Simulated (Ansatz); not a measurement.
# AlNH₆: ionisation energy by level of theory

How much energy removes an electron from AlNH₆ at fixed geometry? The cation is run at each level and the neutral's energy taken from earlier runs.

Computed with Ansatz 0.2.0, Gaussian basis. Level: unrestricted cation, the program's frozen cores in correlated methods.

The runs, in order: UKS PBE-D4/def2-TZVPP; UKS r2SCAN-D4/def2-TZVPP; UKS PBE0-D4/def2-TZVPP; UKS B3LYP-D4/def2-TZVPP; UKS wB97X-V/def2-TZVPP; UKS wB97M-V/def2-TZVPP; UKS B2PLYP/def2-TZVPP; UHF-CCSD(T)/def2-TZVPP; UHF-MP2/def2-QZVPP; extrapolation to the limit; then −ε(HOMO) from the neutral's earlier runs with LDA (SPW92), PBE-D4, revPBE-D4, BLYP-D4, r2SCAN-D4, B97M-V, PBE0-D4, B3LYP-D4, r2SCANh-D4, r2SCAN0-D4, HSE06-D4, BHLYP-D4, CAM-B3LYP-D4, LC-ωPBE, ωB97X-V, ωB97M-V.

1 further run of the same task is left out (it didn't finish).

## Step 1: Structure used throughout

The geometry comes from an earlier relaxation with PBE0-D4 in a triple-zeta def2 set; it is a stationary point, not always the lowest conformer.

SMILES `[NH3+][AlH3-]`, 8 atoms, charge 0, spin multiplicity 1.

Atoms are counted from 1 here; the program's logs count them from 0.

Bond lengths: N1–Al2 2.061 Å, N1–H3 1.015 Å, N1–H4 1.015 Å, N1–H5 1.015 Å, Al2–H6 1.603 Å, Al2–H7 1.603 Å, Al2–H8 1.603 Å. Angles: Al2–N1–H3 111.0°, Al2–N1–H4 111.0°, Al2–N1–H5 111.0°, H3–N1–H4 107.9°, H3–N1–H5 107.9°, H4–N1–H5 107.9°, N1–Al2–H6 99.3°, N1–Al2–H7 99.3°, N1–Al2–H8 99.3°, H6–Al2–H7 117.5°, H6–Al2–H8 117.5°, H7–Al2–H8 117.5°.

As a file:

```xyz
8

N    -0.28527   -0.09811   -0.94774
Al    0.33217    0.09113    1.00933
H     0.20855    0.55278   -1.54971
H    -1.27889    0.08868   -1.03554
H    -0.11264   -1.03598   -1.29485
H    -0.06105    1.62554    1.25657
H     1.88694   -0.25296    0.82369
H    -0.59750   -1.02808    1.68255
```

## Step 2: Cation, UKS PBE-D4/def2-TZVPP

File in.yaml:

```yaml
crystal:
  periodic: [false, false, false]
  atoms:
    - {symbol: N, position_ang: [-0.285272, -0.098112, -0.947738]}
    - {symbol: Al, position_ang: [0.332173, 0.091131, 1.009333]}
    - {symbol: H, position_ang: [0.208550, 0.552775, -1.549715]}
    - {symbol: H, position_ang: [-1.278895, 0.088685, -1.035543]}
    - {symbol: H, position_ang: [-0.112639, -1.035982, -1.294849]}
    - {symbol: H, position_ang: [-0.061051, 1.625538, 1.256569]}
    - {symbol: H, position_ang: [1.886935, -0.252956, 0.823690]}
    - {symbol: H, position_ang: [-0.597501, -1.028079, 1.682553]}
basis:
  gaussian: {orbitals: def2-TZVPP}
total_charge: 1
magnetization: {spin_polarized: true, initial_magnetization: 1}
hamiltonian: {xc: pbe, dispersion: d4}
```

After this run come: Cation, UKS r2SCAN-D4/def2-TZVPP; Cation, UKS PBE0-D4/def2-TZVPP; Cation, UKS B3LYP-D4/def2-TZVPP; Cation, UKS wB97X-V/def2-TZVPP; Cation, UKS wB97M-V/def2-TZVPP; Cation, UKS B2PLYP (frozen core)/def2-TZVPP; Cation, UHF-CCSD(T)/def2-TZVPP; Cation, UHF-MP2/def2-QZVPP.

Q: Predict the results of all the runs planned. Wanted: ionisation energy, CCSD(T)/CBS; nearest functional by difference; nearest −ε(HOMO); −ε(HOMO) of PBE; T1 of the cation.

The runs gave:

| quantity | value |
| --- | --- |
| ionisation energy, CCSD(T)/CBS | 10.21 eV |
| nearest functional by difference | ωB97X-V (-0.12 eV) |
| nearest −ε(HOMO) | LC-ωPBE (+0.03 eV) |
| −ε(HOMO) of PBE | 6.15 eV |
| T1 of the cation | 0.031 |

What this shows: Energy differences with functionals land within 0.66 eV of the reference. The PBE orbital energy is 4.1 eV too small: a semilocal HOMO is no ionisation energy. Among orbital estimates LC-ωPBE comes nearest. Hartree-Fock falls 0.84 eV short, as the neutral has more correlation energy than the cation. The cation's T1 (from the report) is 0.031, near the customary mark of 0.045 for open shells, so the coupled-cluster value is less safe.
